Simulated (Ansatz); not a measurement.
The first iterations of a band of BFH5N (8 atoms, charge 0, multiplicity 1).

The calculation used Ansatz 0.2.0, RKS PBE-D4/def2-SVP.

- movable images: 9
- climbing image: yes
- spring: 5.0 eV/Å²
- optimiser: quadratic models (default)
- start path: through a guess of the saddle point
- force threshold: 0.05 eV/Å
- iteration limit: 60
- end points: relaxed

Image 0:

```xyz
8
Properties=species:S:1:pos:R:3
B 0.033 -0.124 0.170
F 0.218 0.682 1.299
H 0.985 -0.131 -0.622
H -1.090 -0.039 -0.347
N 0.044 -1.677 0.793
H -0.137 -2.374 0.057
H 0.952 -1.897 1.229
H -0.682 -1.780 1.519
```

Image 10:

```xyz
8
Properties=species:S:1:pos:R:3
B 0.104 -0.559 -0.332
F -0.405 0.246 2.280
H 1.114 0.092 -0.494
H -0.973 -0.247 -0.793
N 0.192 -1.757 0.412
H -0.586 -2.416 0.488
H 1.083 -2.146 0.728
H -0.206 -0.554 1.809
```

| iteration | highest image above the first end (eV) | largest band force component (eV/Å) |
| --- | --- | --- |
| 1 | 4.444 | 5.775 |
| 2 | 2.513 | 3.129 |
| 3 | 1.424 | 3.231 |

**Question.** Does the band converge within its limit, and where does its top end?

**Answer.** It converged. It ended after 9 iterations with the highest image 1.203 eV above the first end. A vibrational analysis at the climbing image gives one clearly imaginary mode, 411i cm⁻¹: a first-order saddle point. The orbitals stay closed-shell, which can raise the energy where a bond breaks towards radicals; this wasn't checked here.

Time of the run: 84 s on 1 thread of Intel(R) Xeon(R) Platinum 8488C (Sapphire Rapids), on a shared host, peak memory 0.14 GiB.
